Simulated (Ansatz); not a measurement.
Energy needed to pull apart CH3FO (SMILES OCF), singlet, into free ground-state atoms, from the structure below (displaced at random from a GFN2-xTB minimum); no zero-point or spin–orbit terms; open-shell atoms are treated unrestricted, in their ground-state multiplicity.

O1  (-0.576, -0.839, -0.453)
C2  (0.276, 0.047, 0.183)
F3  (-0.101, 1.308, 0.169)
H4  (-1.234, -0.275, -0.858)
H5  (1.241, 0.024, -0.233)
H6  (0.458, -0.213, 1.243)
(Å)

Program: Ansatz 0.2.0. Basis: def2-TZVPP. Cores are frozen in the correlated methods. B3LYP uses VWN-RPA correlation.

```
   method  atomization energy (eV)
   PBE-D4                    23.21
r2SCAN-D4                    22.59
  PBE0-D4                    22.55
 B3LYP-D4                        ?
 HSE06-D4                    22.57
  wB97M-V                        ?
       HF                    15.64
      MP2                    22.59
     CCSD                    21.66
  CCSD(T)                    22.01
```

Q: What does wB97M-V give? (To be estimated.)

A: Computed: 22.65 eV, which is about 0.64 eV more than CCSD(T)/def2-TZVPP.

Q: What does B3LYP-D4 give? (Judge from chemistry; the value comes from the calculation.)

A: By the calculation: 22.51 eV, which is about 0.50 eV more than CCSD(T)/def2-TZVPP.

In triple zeta the MP2 and coupled-cluster atomization energies are still short of their basis limit by a few kcal/mol a bond, whereas those of the functionals are nearly converged, so these differences are not deviations from converged CCSD(T).

The T1 diagnostic stays at or below 0.011.

For scale, one of the runs: CCSD(T)/def2-TZVPP forces, 135 basis functions (an equivalent command: `ansatz run in.yaml --threads 4`). Time: 36 s of wall clock on 4 CPU threads; the host was shared. Peak host memory: 1.4 GiB.
